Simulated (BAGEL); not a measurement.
# singlet [BCl2]+, step by step

We compute a single-point energy (singlet [BCl2]+, HF/def2-SVP), then the energy (doublet BCl2, NEVPT2(3,3)/def2-SVP) of BCl2. 

The calculation is run with BAGEL 1.2.2.

4 further runs of the same task are left out: 4 set aside as unsound or not needed.

## 1. The structure to begin with

[BCl2]+: 3 atoms, total charge +1, spin state singlet. SMILES of the parent species: `Cl[B]Cl`. One bond was lengthened or shortened from a relaxed shape. That shape belongs to the parent species and isn't relaxed for this state.

Bond lengths: Cl1–B2 1.720 Å, B2–Cl3 1.634 Å. Angles: Cl1–B2–Cl3 125.4°.

## 2. The energy at HF/def2-SVP (density fitting with svp-jkfit) (run 1)

The input, hf.json:

```json
{ "bagel" : [

{
  "title" : "molecule",
  "basis" : "svp",
  "df_basis" : "svp-jkfit",
  "angstrom" : "false",
  "geometry" : [
    { "atom" : "Cl", "xyz" : [  0.75355664, -2.73546171,  0.10114948 ] },
    { "atom" : "B", "xyz" : [ -0.82512057,  0.05245124, -0.44101294 ] },
    { "atom" : "Cl", "xyz" : [  0.15401268,  2.85556515,  0.40383447 ] }
  ]
},
{
  "title" : "hf",
  "charge" : 1
},
{
  "title" : "print",
  "file" : "orbitals.molden",
  "orbitals" : "true"
}

]}
```

Run with:

```console
$ BAGEL_NUM_THREADS=1 BAGEL hf.json > hf.out
```

The log of the run:

```text
* using 1 threads per process

  ===============================================================
  ===============================================================

  *** Geometry ***

  { "atom" : "Cl", "xyz" : [      0.753557,     -2.735462,      0.101149 ] },
  { "atom" : "B", "xyz" : [     -0.825121,      0.052451,     -0.441013 ] },
  { "atom" : "Cl", "xyz" : [      0.154013,      2.855565,      0.403834 ] },

  Number of auxiliary basis functions:      331

  Since a DF basis is specified, we compute 2- and 3-index integrals:
    o Being stored without compression. Storage requirement is 0.007 GB

  Number of basis functions:       50
  Number of electrons      :       39

    * METHOD: MOLECULE                             0.07

  *** RHF ***

  === Nuclear Repulsion ===
   105.0139887142

      * DIIS with orbital gradients will be used.

  === RHF iteration (svp) ===
      0       -943.01556340          0.01391057           0.02
      1       -943.06029635          0.00794079           0.02
      2       -943.07468784          0.00143551           0.02
      3       -943.07544846          0.00024555           0.02
      4       -943.07546815          0.00006133           0.02
      5       -943.07546986          0.00001632           0.02
      6       -943.07547003          0.00000519           0.02
      7       -943.07547005          0.00000211           0.02
      8       -943.07547006          0.00000088           0.02
      9       -943.07547006          0.00000016           0.02
     10       -943.07547006          0.00000005           0.02
     11       -943.07547006          0.00000002           0.02
     12       -943.07547006          0.00000001           0.02
    * SCF iteration converged.

    * Permanent dipole moment:
           (    0.849409,    -0.145636,     0.443695) a.u.

    * METHOD: HF                                   0.27

    * METHOD: PRINT                                0.00

  ===============================================================
```

Wall time 0.6 s (1 thread of Intel Xeon Platinum 8375C at 2.90GHz (Ice Lake), shared host).

## 3. Doublet neutral BCl2: the energy at NEVPT2(3,3)/def2-SVP (density fitting with svp-jkfit, 2 states averaged) (run 2)

The input, input.json:

```json
{ "bagel" : [

{
  "title" : "molecule",
  "basis" : "svp",
  "df_basis" : "svp-jkfit",
  "geometry" : [
    { "atom" : "Cl", "xyz" : [     0.75355664,    -2.73546171,     0.10114948 ] },
    { "atom" : "B", "xyz" : [    -0.82512057,     0.05245124,    -0.44101294 ] },
    { "atom" : "Cl", "xyz" : [     0.15401268,     2.85556515,     0.40383447 ] }
  ]
},

{ "title" : "hf", "charge" : 1 },

{ "title" : "casscf", "nstate" : 2, "nact" : 3, "nclosed" : 18, "nspin" : 1, "active" : [12, 20, 24], "maxiter" : 200, "natocc" : "true" },

{
  "title" : "nevpt2",
  "nstate" : 2,
  "nact" : 3,
  "nclosed" : 18,
  "nspin" : 1,
  "active" : [12, 20, 24],
  "maxiter" : 200,
  "natocc" : "true",
  "ncore" : 11
}

]}
```

Run with:

```console
$ BAGEL_NUM_THREADS=1 BAGEL input.json > input.out
```

The log of the run:

```text
* using 1 threads per process

  ===============================================================
  ===============================================================

  *** Geometry ***

  { "atom" : "Cl", "xyz" : [      0.753557,     -2.735462,      0.101149 ] },
  { "atom" : "B", "xyz" : [     -0.825121,      0.052451,     -0.441013 ] },
  { "atom" : "Cl", "xyz" : [      0.154013,      2.855565,      0.403834 ] },

  Number of auxiliary basis functions:      331

  Since a DF basis is specified, we compute 2- and 3-index integrals:
    o Being stored without compression. Storage requirement is 0.007 GB

  Number of basis functions:       50
  Number of electrons      :       39

    * METHOD: MOLECULE                             0.12

  *** RHF ***

  === Nuclear Repulsion ===
   105.0139887142

      * DIIS with orbital gradients will be used.

  === RHF iteration (svp) ===
      0       -943.01556340          0.01391057           0.02
      1       -943.06029635          0.00794079           0.02
      2       -943.07468784          0.00143551           0.02
      3       -943.07544846          0.00024555           0.02
      4       -943.07546815          0.00006133           0.02
      5       -943.07546986          0.00001632           0.02
      6       -943.07547003          0.00000519           0.02
      7       -943.07547005          0.00000211           0.02
      8       -943.07547006          0.00000088           0.02
      9       -943.07547006          0.00000016           0.02
     10       -943.07547006          0.00000005           0.02
     11       -943.07547006          0.00000002           0.02
     12       -943.07547006          0.00000001           0.02
    * SCF iteration converged.

    * Permanent dipole moment:
           (    0.849409,    -0.145636,     0.443695) a.u.

    * METHOD: HF                                   0.37

  ---------------------------
      CASSCF calculation
  ---------------------------

    ==== Active orbitals : =====
         Orbital 12
         Orbital 20
         Orbital 24
    ============================

    * nstate   :      2
    * nclosed  :     18
    * nact     :      3
    * nvirt    :     29
  === CASSCF iteration (svp) ===

    * Using the second-order algorithm

      0  0      -943.34560138     1.91e-02      0.01
      0  1      -943.00765148     0.00e+00      0.01

      1  0      -943.37936064     1.27e-03      0.24
      1  1      -943.02349837     0.00e+00      0.24

      2  0      -943.38060669     4.11e-04      0.14
      2  1      -943.02500170     0.00e+00      0.14

      3  0      -943.37872645     8.95e-04      0.12
      3  1      -943.03821390     0.00e+00      0.12

      4  0      -943.37215689     6.06e-03      0.13
      4  1      -943.06247093     0.00e+00      0.13

      5  0      -943.37902998     4.43e-04      0.14
      5  1      -943.06407544     0.00e+00      0.14

      6  0      -943.38369648     1.23e-03      0.11
      6  1      -943.07381466     0.00e+00      0.11

      7  0      -943.38429290     4.70e-04      0.15
      7  1      -943.07491712     0.00e+00      0.15

      8  0      -943.38447511     1.57e-04      0.13
      8  1      -943.07483909     0.00e+00      0.13

      9  0      -943.38453111     6.81e-05      0.14
      9  1      -943.07479978     0.00e+00      0.14

     10  0      -943.38455396     3.38e-05      0.10
     10  1      -943.07478081     0.00e+00      0.10

     11  0      -943.38456482     1.79e-05      0.11
     11  1      -943.07477101     0.00e+00      0.11

     12  0      -943.38457040     9.78e-06      0.10
     12  1      -943.07476573     0.00e+00      0.10

     13  0      -943.38457340     5.43e-06      0.10
     13  1      -943.07476282     0.00e+00      0.10

     14  0      -943.38457505     3.04e-06      0.10
     14  1      -943.07476120     0.00e+00      0.10

     15  0      -943.38457597     1.71e-06      0.11
     15  1      -943.07476029     0.00e+00      0.11

     16  0      -943.38457648     9.62e-07      0.10
     16  1      -943.07475978     0.00e+00      0.10

     17  0      -943.38457677     5.43e-07      0.10
     17  1      -943.07475949     0.00e+00      0.10

     18  0      -943.38457694     3.07e-07      0.10
     18  1      -943.07475933     0.00e+00      0.10

     19  0      -943.38457703     1.73e-07      0.10
     19  1      -943.07475924     0.00e+00      0.10

     20  0      -943.38457708     9.80e-08      0.11
     20  1      -943.07475918     0.00e+00      0.11

     21  0      -943.38457711     5.54e-08      0.10
     21  1      -943.07475915     0.00e+00      0.10

     22  0      -943.38457713     3.13e-08      0.10
     22  1      -943.07475914     0.00e+00      0.10

     23  0      -943.38457714     1.77e-08      0.09
     23  1      -943.07475913     0.00e+00      0.09

     24  0      -943.38457714     1.00e-08      0.09
     24  1      -943.07475912     0.00e+00      0.09

     25  0      -943.38457714     5.65e-09      0.09
     25  1      -943.07475912     0.00e+00      0.09

    * Second-order optimization converged. *

     guess   0:   closed 1..                  open .1.
     guess   1:   closed 1..                  open ..1

  === FCI iteration ===

      0  0      -943.37469244     2.19e-02      0.00
      0  1      -943.06171880     2.39e-02      0.00

      1  0      -943.38457440     4.25e-04      0.00
      1  1      -943.07452481     3.94e-03      0.00

      2  0      -943.38457713     3.10e-05      0.00
      2  1      -943.07475600     4.64e-04      0.00

      3  0 *    -943.38457714     1.22e-15      0.00
      3  1 *    -943.07475912     2.27e-15      0.00

     * ci vector, state   0, <S^2> = 0.7500
       2a.     0.9628359859
       2.a    -0.2234572287
       a2.     0.1369961713

     * ci vector, state   1, <S^2> = 0.7500
       2.a    -0.9416826320
       2a.    -0.2412445582
       a2.     0.1849354861
       .2a     0.1044392574
       baa     0.0726773903

    * METHOD: CASSCF                               2.96

    * freezing 11 orbitals

  === DF-NEVPT2 calculation ===

    * 3-index integral transformation done
    * assembly done

      NEVPT2 state 0 correlation energy:   -0.3336626541      0.04

          (+0)     -0.2082041009
          (+0)'    -0.0148685744
          (+1)     -0.0222971194
          (+1)'    -0.0004726511
          (+2)     -0.0014897504
          (-1)     -0.0749357670
          (-1)'    -0.0027370966
          (-2)     -0.0086575943

      NEVPT2 state 0 total energy:       -943.7182397981

    * METHOD: NEVPT2                               0.09

  ===============================================================
```

Wall time 3.9 s (1 thread of Intel Xeon Platinum 8375C at 2.90GHz (Ice Lake), shared host).

## 4. Outcome

```
                              quantity          value
      run 1, HF/def2-SVP: total energy  -943.07547 Eh
       run 1, HF/def2-SVP: HOMO energy      -19.52 eV
       run 1, HF/def2-SVP: LUMO energy       -7.34 eV
     run 1, HF/def2-SVP: HOMO–LUMO gap       12.19 eV
doublet neutral BCl2: energy of root 0  -943.71824 Eh
```
